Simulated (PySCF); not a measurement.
PySCF input (PW6B95/def2-TZVPD):

```python
from pyscf import gto, scf, dft

mol = gto.M(
    atom='''
    C    -0.00606224   -0.08532816   -1.27779952
    C    -0.01196846    0.00039183   -0.00961282
    H     0.06598111    0.81576917   -1.88655018
    H    -0.09649583   -1.05817381   -1.76064226
    O     0.10755480    0.07163896    1.20502751
    H    -0.72173954    0.17891092    1.73144643
    ''',
    basis='def2-tzvpd',
    charge=1,
    spin=0,
    verbose=4,
)

mf = dft.RKS(mol, xc='pw6b95').density_fit(auxbasis='def2-universal-jkfit')
mf.grids.level = 3
mf.conv_tol = 1e-9
mf.max_cycle = 100
mf.max_memory = 1500
mf.kernel()
if not mf.converged:
    mf = mf.newton()
    mf.kernel(mf.make_rdm1())
mf.analyze()
```

Output:

```
PySCF version 2.14.0

[INPUT] verbose = 4
[INPUT] num. atoms = 6
[INPUT] num. electrons = 22
[INPUT] charge = 1
[INPUT] spin (= nelec alpha-beta = 2S) = 0
[INPUT] symmetry False subgroup None
[INPUT] Mole.unit = angstrom
[INPUT] Symbol           X                Y                Z      unit          X                Y                Z       unit  Magmom
[INPUT]  1 C     -0.006062240000  -0.085328160000  -1.277799520000 AA   -0.011455973301  -0.161246853113  -2.414691134901 Bohr   0.0
[INPUT]  2 C     -0.011968460000   0.000391830000  -0.009612820000 AA   -0.022617111533   0.000740451387  -0.018165597085 Bohr   0.0
[INPUT]  3 H      0.065981110000   0.815769170000  -1.886550180000 AA    0.124686227295   1.541580312164  -3.565063160449 Bohr   0.0
[INPUT]  4 H     -0.096495830000  -1.058173810000  -1.760642260000 AA   -0.182350690863  -1.999658693088  -3.327131674735 Bohr   0.0
[INPUT]  5 O      0.107554800000   0.071638960000   1.205027510000 AA    0.203249115382   0.135378014249   2.277171966467 Bohr   0.0
[INPUT]  6 H     -0.721739540000   0.178910920000   1.731446430000 AA   -1.363890063870   0.338092639494   3.271959552056 Bohr   0.0

nuclear repulsion = 65.1035003470458
number of shells = 55
number of NR pGTOs = 192
number of NR cGTOs = 141
basis = def2-tzvpd
ecp = {}

******** <class 'pyscf.df.df_jk.DFRKS'> ********
method = DFRKS
initial guess = minao
damping factor = 0
level_shift factor = 0
DIIS = <class 'pyscf.scf.diis.CDIIS'>
diis_start_cycle = 1
diis_space = 8
diis_damp = 0
SCF conv_tol = 1e-09
SCF conv_tol_grad = None
SCF max_cycles = 100
direct_scf = False
XC library pyscf.dft.libxc version 7.1.2
    S. Lehtola, C. Steigemann, M. J. T. Oliveira, and M. A. L. Marques,  SoftwareX 7, 1–5 (2018)
XC functionals = pw6b95
    Y. Zhao and D. G. Truhlar,  J. Phys. Chem. A 109, 5656 (2005)
radial grids:
    Treutler-Ahlrichs [JCP 102, 346 (1995); DOI:10.1063/1.469408] (M4) radial grids

becke partition: Becke, JCP 88, 2547 (1988); DOI:10.1063/1.454033
pruning grids: <function nwchem_prune>
grids dens level: 3
symmetrized grids: False
atomic radii adjust function: <function treutler_atomic_radii_adjust>
small_rho_cutoff = 0
Set gradient conv threshold to 3.16228e-05
Initial guess from minao.
tot grids = 71744
******** <class 'pyscf.df.df.DF'> ********
auxbasis = def2-universal-jkfit
init E= -153.901070816828
  HOMO = -0.310480601252266  LUMO = -0.108140531650331  gap/eV = 5.50595
cycle= 1 E= -153.040701577207  delta_E= 0.86  |g|= 0.541  |ddm|=  2.1
  HOMO = -0.586805672392554  LUMO = -0.371894792752457  gap/eV = 5.84802
cycle= 2 E= -152.957168031127  delta_E= 0.0835  |g|= 0.858  |ddm|= 0.831
[...]
cycle= 10 E= -153.105986219614  delta_E= -1.04e-10  |g|= 2.8e-06  |ddm|= 2.35e-05
  HOMO = -0.569282386508842  LUMO = -0.319701045612131  gap/eV = 6.79145
Extra cycle  E= -153.105986219612  delta_E= 1.76e-12  |g|= 3.94e-06  |ddm|= 7.1e-06
converged SCF energy = -153.105986219612
**** SCF Summaries ****
Total Energy =                        -153.105986219612419
Nuclear Repulsion Energy =              65.103500347045838
One-electron Energy =                 -329.201656469872603
Two-electron Energy =                  110.992169903214332
Two-electron Coulomb Energy =          131.407128332828137
DFT Exchange-Correlation Energy =      -20.414958429613801
HOMO-LUMO gap [eV] =                     6.791454210529613
**** MO energy ****
MO #1   energy= -19.6916601929125  occ= 2
MO #2   energy= -10.7025551890746  occ= 2
MO #3   energy= -10.5773220026701  occ= 2
MO #4   energy= -1.47205417817662  occ= 2
MO #5   energy= -1.08725326895122  occ= 2
MO #6   energy= -0.972923687854525 occ= 2
MO #7   energy= -0.80408167194522  occ= 2
MO #8   energy= -0.783370701537192 occ= 2
MO #9   energy= -0.777188761633566 occ= 2
MO #10  energy= -0.700550947794682 occ= 2
MO #11  energy= -0.569282386508842 occ= 2
MO #12  energy= -0.319701045612131 occ= 0
MO #13  energy= -0.235430467855405 occ= 0
MO #14  energy= -0.214430059929196 occ= 0
MO #15  energy= -0.142085339953319 occ= 0
MO #16  energy= -0.106210268604491 occ= 0
MO #17  energy= -0.0956876298505733 occ= 0
MO #18  energy= -0.0819498637264908 occ= 0
MO #19  energy= -0.0675135802530851 occ= 0
MO #20  energy= -0.0571223214221463 occ= 0
MO #21  energy= -0.0471042185365009 occ= 0
MO #22  energy= -0.0372015203133277 occ= 0
MO #23  energy= -0.0370850383926319 occ= 0
MO #24  energy= 0.00786978578324179 occ= 0
MO #25  energy= 0.0181039390763048 occ= 0
MO #26  energy= 0.0363439033099949 occ= 0
MO #27  energy= 0.0546838802699644 occ= 0
MO #28  energy= 0.0642478681378956 occ= 0
MO #29  energy= 0.0691702128957535 occ= 0
MO #30  energy= 0.089269697470904  occ= 0
MO #31  energy= 0.110855122227445  occ= 0
MO #32  energy= 0.111005659804074  occ= 0
MO #33  energy= 0.119418946187051  occ= 0
MO #34  energy= 0.141175541767979  occ= 0
MO #35  energy= 0.147287857427804  occ= 0
MO #36  energy= 0.149437286354503  occ= 0
MO #37  energy= 0.164938561585201  occ= 0
MO #38  energy= 0.168638693736797  occ= 0
MO #39  energy= 0.192241461801255  occ= 0
MO #40  energy= 0.205827123666659  occ= 0
MO #41  energy= 0.224335212738575  occ= 0
MO #42  energy= 0.231841221244454  occ= 0
MO #43  energy= 0.245285889506259  occ= 0
MO #44  energy= 0.265258637621782  occ= 0
MO #45  energy= 0.27464469524957   occ= 0
MO #46  energy= 0.312636575003026  occ= 0
MO #47  energy= 0.325375087053923  occ= 0
MO #48  energy= 0.335241243972759  occ= 0
MO #49  energy= 0.357366721534752  occ= 0
MO #50  energy= 0.371017742736668  occ= 0
MO #51  energy= 0.39421537010189   occ= 0
MO #52  energy= 0.423957241254133  occ= 0
MO #53  energy= 0.45875113737165   occ= 0
MO #54  energy= 0.49819443587972   occ= 0
MO #55  energy= 0.503901946140207  occ= 0
MO #56  energy= 0.510971576335968  occ= 0
MO #57  energy= 0.523890209295761  occ= 0
MO #58  energy= 0.555162495324751  occ= 0
MO #59  energy= 0.569885651606696  occ= 0
MO #60  energy= 0.596636110734796  occ= 0
MO #61  energy= 0.623829285303586  occ= 0
MO #62  energy= 0.646576955892645  occ= 0
MO #63  energy= 0.700145123564535  occ= 0
MO #64  energy= 0.701478004430501  occ= 0
MO #65  energy= 0.74829257720694   occ= 0
MO #66  energy= 0.765070562959327  occ= 0
MO #67  energy= 0.838489192477358  occ= 0
MO #68  energy= 0.896284085689103  occ= 0
MO #69  energy= 0.941521810264863  occ= 0
MO #70  energy= 1.04217439105408   occ= 0
MO #71  energy= 1.04943455505601   occ= 0
MO #72  energy= 1.13870036083927   occ= 0
MO #73  energy= 1.30741096094665   occ= 0
MO #74  energy= 1.32501087950997   occ= 0
MO #75  energy= 1.32881051980975   occ= 0
MO #76  energy= 1.37878155972005   occ= 0
MO #77  energy= 1.46337494698041   occ= 0
MO #78  energy= 1.50925776626176   occ= 0
MO #79  energy= 1.56415077299363   occ= 0
MO #80  energy= 1.59982606001477   occ= 0
MO #81  energy= 1.63041546501225   occ= 0
MO #82  energy= 1.67461952680799   occ= 0
MO #83  energy= 1.67562828483321   occ= 0
MO #84  energy= 1.70779492351564   occ= 0
MO #85  energy= 1.73067475794014   occ= 0
MO #86  energy= 1.75516080738504   occ= 0
MO #87  energy= 1.88715685327191   occ= 0
MO #88  energy= 1.94403765936728   occ= 0
MO #89  energy= 2.04724899818278   occ= 0
MO #90  energy= 2.08704203937007   occ= 0
MO #91  energy= 2.09537077855363   occ= 0
MO #92  energy= 2.19117328642773   occ= 0
MO #93  energy= 2.2954221831928    occ= 0
MO #94  energy= 2.31938510147249   occ= 0
MO #95  energy= 2.33953954164942   occ= 0
MO #96  energy= 2.35176836038074   occ= 0
MO #97  energy= 2.39767389423948   occ= 0
MO #98  energy= 2.45355080178347   occ= 0
MO #99  energy= 2.47387774276994   occ= 0
MO #100 energy= 2.55206638042827   occ= 0
MO #101 energy= 2.56076858125481   occ= 0
MO #102 energy= 2.68385603094105   occ= 0
MO #103 energy= 2.73733091792138   occ= 0
MO #104 energy= 2.77273523500065   occ= 0
MO #105 energy= 2.80076895825922   occ= 0
MO #106 energy= 2.83122639930507   occ= 0
MO #107 energy= 2.87159236704133   occ= 0
[...]
```

It need not be the lowest isomer of its formula.
